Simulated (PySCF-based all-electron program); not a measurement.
Distorting CO, triplet

Calculated with an in-house all-electron program built on PySCF, in large uncontracted Gaussian sets near the basis limit; the spin-free Dirac equation, no spin–orbit coupling, spin-unrestricted, lowest state found (another of this spin can lie close). Forces are good to about 0.005 eV/Å. Atoms are numbered as listed.

Shape A:

```xyz
2

C     0.0000    0.0000    0.0000
O     0.0000    0.0000    1.1283
```

PBE forces:

```json
{"atom": "C1", "Fx": "0.000", "Fy": "0.000", "Fz (eV/Å)": "-8.300"}
{"atom": "O2", "Fx": "0.000", "Fy": "0.000", "Fz (eV/Å)": "8.300"}
```

(1) What forces does r2SCAN give in shape A?

Shape B:

```xyz
2

C     0.0000    0.0000    0.0000
O     0.0000    0.0000    1.0380
```

Against shape A, C1–O2 goes from 1.128 to 1.038 Å.

PBE forces:

```json
{"atom": "C1", "Fx": "0.000", "Fy": "0.000", "Fz (eV/Å)": "-24.208"}
{"atom": "O2", "Fx": "0.000", "Fy": "0.000", "Fz (eV/Å)": "24.208"}
```

(2) What forces does r2SCAN give in shape B?

Answers

(1) The forces move by 0.725 eV/Å (r.m.s. over the atoms) from PBE.

```json
{"atom": "C1", "Fx": "0.000", "Fy": "0.000", "Fz (eV/Å)": "-7.575"}
{"atom": "O2", "Fx": "0.000", "Fy": "0.000", "Fz (eV/Å)": "7.575"}
```

(2) The forces move by 0.689 eV/Å (r.m.s. over the atoms) from PBE.

```csv
atom,Fx,Fy,Fz (eV/Å)
C1,0.000,0.000,-23.519
O2,0.000,0.000,23.519
```
